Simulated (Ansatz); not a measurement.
# C₄H₁₀O: one species, many methods

How much do the methods differ for C₄H₁₀O? The plan is to run it at one geometry with functionals of several rungs and with coupled cluster. The yardstick is the atomisation energy at the CCSD(T) limit.

Computed with Ansatz 0.2.0, Gaussian basis. Level: functionals in def2-TZVPP, the program's frozen cores in correlated methods.

Plan: PBE-D4, r2SCAN-D4, PBE0-D4, B3LYP-D4, ωB97X-V, ωB97M-V, B2PLYP; CCSD(T)/def2-TZVPP; MP2/def2-QZVPP; extrapolation to the limit.

## Step 1: The geometry

An earlier PBE0-D4 in a triple-zeta def2 set relaxation fixed the geometry.

SMILES `CCC(C)O`, 15 atoms, charge 0, spin multiplicity 1.

Atoms are counted from 1 here; the program's logs count them from 0.

Bond lengths: C1–C2 1.518 Å, C1–H6 1.091 Å, C1–H7 1.094 Å, C1–H8 1.092 Å, C2–C3 1.522 Å, C2–H9 1.099 Å, C2–H10 1.096 Å, C3–C4 1.516 Å, C3–O5 1.419 Å, C3–H11 1.096 Å, C4–H12 1.096 Å, C4–H13 1.093 Å, C4–H14 1.091 Å, O5–H15 0.962 Å. Angles: C2–C1–H6 110.8°, C2–C1–H7 110.9°, C2–C1–H8 111.4°, H6–C1–H7 107.5°, H6–C1–H8 108.3°, H7–C1–H8 107.7°, C1–C2–C3 113.3°, C1–C2–H9 110.2°, C1–C2–H10 110.2°, C3–C2–H9 108.3°, C3–C2–H10 108.6°, H9–C2–H10 106.0°, C2–C3–C4 112.2°, C2–C3–O5 111.5°, C2–C3–H11 108.6°, C4–C3–O5 111.0°, C4–C3–H11 109.1°, O5–C3–H11 104.1° and more.

Geometry (Å):

```xyz
15

C    -0.4049    0.8078    1.7714
C    -0.6816    0.3459    0.3526
C     0.4557   -0.4671   -0.2488
C     0.1145   -0.9958   -1.6283
O     1.6675    0.2716   -0.2717
H     0.5163    1.3913    1.8166
H    -0.2872   -0.0463    2.4441
H    -1.2204    1.4242    2.1558
H    -0.8680    1.2115   -0.2977
H    -1.5958   -0.2571    0.3227
H     0.6701   -1.3122    0.4155
H    -0.1101   -0.1698   -2.3122
H    -0.7624   -1.6470   -1.5966
H     0.9526   -1.5615   -2.0387
H     1.5536    1.0044   -0.8847
```

## Step 2: PBE-D4 (GGA)

The input, in.yaml:

```yaml
crystal:
  periodic: [false, false, false]
  atoms:
    - {symbol: C, position_ang: [-0.404852, 0.807848, 1.771399]}
    - {symbol: C, position_ang: [-0.681573, 0.345887, 0.352616]}
    - {symbol: C, position_ang: [0.455733, -0.467083, -0.248821]}
    - {symbol: C, position_ang: [0.114469, -0.995768, -1.628262]}
    - {symbol: O, position_ang: [1.667505, 0.271604, -0.271727]}
    - {symbol: H, position_ang: [0.516306, 1.391332, 1.816550]}
    - {symbol: H, position_ang: [-0.287168, -0.046285, 2.444125]}
    - {symbol: H, position_ang: [-1.220366, 1.424208, 2.155800]}
    - {symbol: H, position_ang: [-0.868044, 1.211475, -0.297744]}
    - {symbol: H, position_ang: [-1.595795, -0.257093, 0.322710]}
    - {symbol: H, position_ang: [0.670121, -1.312197, 0.415464]}
    - {symbol: H, position_ang: [-0.110126, -0.169825, -2.312214]}
    - {symbol: H, position_ang: [-0.762425, -1.647042, -1.596551]}
    - {symbol: H, position_ang: [0.952612, -1.561494, -2.038695]}
    - {symbol: H, position_ang: [1.553614, 1.004443, -0.884657]}
basis:
  gaussian: {orbitals: def2-TZVPP}
hamiltonian: {xc: pbe, dispersion: d4}
output: {forces: true, orbitals: {seedname: orbitals}}
```

Command:

```console
ansatz run in.yaml --threads 2 --pin off --events-out ev --progress --plain --max-ram 31744MiB --backend cuda --devices 0, --max-vram 18GiB
```

The runs that follow: r2SCAN-D4 (meta-GGA); PBE0-D4 (hybrid); B3LYP-D4 (hybrid); ωB97X-V (range-separated); ωB97M-V (range-separated); B2PLYP (double hybrid); CCSD(T) in def2-TZVPP; MP2 in def2-QZVPP.

Q: Predict the results of all the runs planned. Wanted: atomisation energy, CCSD(T)/CBS; farthest; mean size of error, hybrid; mean size of error, range-separated; gap, smallest and largest; T1 diagnostic; triples share of the correlation energy.

As calculated:

| quantity | value |
| --- | --- |
| atomisation energy, CCSD(T)/CBS | 1403.2 kcal/mol |
| functionals within 7.0 kcal/mol (0.5 %) | r2SCAN-D4, PBE0-D4, B3LYP-D4, ωB97X-V, ωB97M-V |
| farthest | PBE-D4 (+23.8 kcal/mol) |
| mean size of error, hybrid | 3.1 kcal/mol |
| mean size of error, range-separated | 1.3 kcal/mol |
| gap, smallest and largest | 6.29 eV (PBE-D4), 13.10 eV (ωB97X-V) |
| T1 diagnostic | 0.0093 |
| triples share of the correlation energy | 3.6 % |

What this shows: PBE-D4 misses by +23.8 kcal/mol. Double hybrids carry the basis error of their MP2 part in triple zeta, and no dispersion term here, so their miss is partly the set-up's. Misses under about 7.0 kcal/mol are within the doubt on the reference itself, which lacks core-valence correlation, relativity and higher excitations. Hartree-Fock recovers 75 % of the binding; the rest is correlation. The gap grows from 6.3 to 13.1 eV across the functionals, mostly with the share of exact exchange.
